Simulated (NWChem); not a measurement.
Species: F anion

All runs: NWChem. Gas-phase geometry, NWChem's default radii.

COSMO at PBE0/def2-SVPD gives an electrostatic solvation energy of -29.85 kcal/mol for ε = 1.5. Its surface charges are scaled by f = (ε − 1)/ε.

Question: Estimate the value for ε = 11.7 from the scaling alone and compare it with a run, and give the Born radius that the larger ε implies.

Answer: 
1. f = 0.3333 and 0.9145; their ratio is 2.744.
2. With a rigid solute density the energy is proportional to f: -29.85 × 2.744 = -81.90 kcal/mol.
3. The run gives -82.25 kcal/mol, 0.35 lower; the difference is the response of the solute's density to the stronger field.
4. Born: ΔG = −166.0 q² f / a (kcal/mol, a in Å), so a = 1.85 Å.
